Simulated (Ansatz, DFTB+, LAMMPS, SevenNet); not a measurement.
Ladder of methods for the lattice constant a of hcp Be

Reference value: 2.286 Å (measured, 293 K, not corrected to a static lattice, our sources range from 2.286 to 2.290; as tabulated in Wikipedia's data pages).

Question: What do Lennard-Jones uff-vdw, GFN1-xTB as cut by DFTB+, SevenNet-l3i5, LDA, BLYP, PBE, PBE-D3(BJ), PBE-D4, PBEsol-D3(BJ), r²SCAN, B3LYP (VWN-RPA form), Hartree–Fock give, and how far is each from the reference?

Answer: 
```json
[
 {"level (code)": "Lennard-Jones uff-vdw (LAMMPS)", "value (Å)": "2.667", "difference (%)": "+16.7"},
 {"level (code)": "GFN1-xTB as cut by DFTB+", "value (Å)": "2.547", "difference (%)": "+11.4"},
 {"level (code)": "SevenNet-l3i5", "value (Å)": "2.253", "difference (%)": "-1.44"},
 {"level (code)": "LDA (Ansatz)", "value (Å)": "2.228", "difference (%)": "-2.54"},
 {"level (code)": "BLYP (Ansatz)", "value (Å)": "2.271", "difference (%)": "-0.66"},
 {"level (code)": "PBE (Ansatz)", "value (Å)": "2.264", "difference (%)": "-0.96"},
 {"level (code)": "PBE-D3(BJ) (Ansatz)", "value (Å)": "2.216", "difference (%)": "-3.06"},
 {"level (code)": "PBE-D4 (Ansatz)", "value (Å)": "2.250", "difference (%)": "-1.57"},
 {"level (code)": "PBEsol-D3(BJ) (Ansatz)", "value (Å)": "2.221", "difference (%)": "-2.84"},
 {"level (code)": "r²SCAN (Ansatz)", "value (Å)": "2.264", "difference (%)": "-0.96"},
 {"level (code)": "B3LYP (VWN-RPA form) (Ansatz)", "value (Å)": "2.256", "difference (%)": "-1.31"},
 {"level (code)": "Hartree–Fock (Ansatz)", "value (Å)": "2.314", "difference (%)": "+1.22"}
]
```

Leaving aside Lennard-Jones uff-vdw (doubt noted below): The reference is not for a static lattice or low temperature, so close values are not ranked against it. Off by more than 2.50 %, or 3.50 % on the side where a correction would as a rule narrow the miss (bounds picked here): GFN1-xTB as cut by DFTB+ (+11.4 %).

The measured value isn't corrected to a static lattice, so vibrations enter the comparison.  Lennard-Jones uff-vdw, GFN1-xTB as cut by DFTB+: the cell moved over 20 % in volume from its start. Lennard-Jones uff-vdw: this is a force field's van der Waals term alone, without bonds or charges. GFN1-xTB as cut by DFTB+: the method was fitted mainly to molecules. GFN1-xTB as cut by DFTB+: codes differ in how they cut the long-range tail of xTB's charge interaction in a crystal, so the value belongs to this code. Cutoffs and k meshes differ between the levels. Ansatz's density-functional and Hartree–Fock values are scalar-relativistic unless marked +SOC, with PAW data made under PBE.

Machine-learned potentials (SevenNet-l3i5) are trained on DFT data: a solid inside that data is no test of them.

Differences are worked out from the printed values.

Ansatz is a first-principles code.
